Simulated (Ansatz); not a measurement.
**Ca: one input, then a changed one**

The structure comes from a relaxation in the same program, started in the fcc type. Whether it is a known phase or the ground state wasn't checked. The listed cell was then made from it by scaling, straining or moving an atom.

First run: DFT, PBE, all-electron LAPW, scalar-relativistic (Ansatz 0.2.0).

Command: `ansatz run input.yaml --threads 1 --pin off --max-ram 2048MiB --backend cpu --events-out ev --progress --plain --runs-dir out` The run took about 1.5 s on 1 thread of a shared machine.

```yaml
crystal:
  lattice:
    - [0.0, 2.789485439, 2.789485439]
    - [2.789485439, 0.0, 2.789485439]
    - [2.789485439, 2.789485439, 0.0]
  atoms:
    - { symbol: Ca, position: [0.0, 0.0, 0.0] }
kpoints:
  mp_grid: { grid: [11, 11, 11] }
scf:
  occupations: { method: fermi_dirac, width: 0.03 }
hamiltonian:
  xc: pbe
  pseudopotentials: { kind: all_electron, lapw: { basis_error: 0.001 } }
output:
  forces: true
  stress: true
  eigenvalues: true
```

Result: converged; pressure -0.49 GPa; no gap on the k mesh; 5 SCF iterations.

The input is then changed:

```diff
@@ -10,4 +10,5 @@
 scf:
   occupations: { method: fermi_dirac, width: 0.03 }
+  lower_state_search: standard
 hamiltonian:
   xc: pbe
@@ -17,3 +18,4 @@
   stress: true
   eigenvalues: true
+accuracy: high
```

Predict the outcome of the changed run.

It converged; energy at zero smearing 0.0 meV/atom from the first run; pressure -0.49 GPa; no gap on the k mesh; 5 SCF iterations.
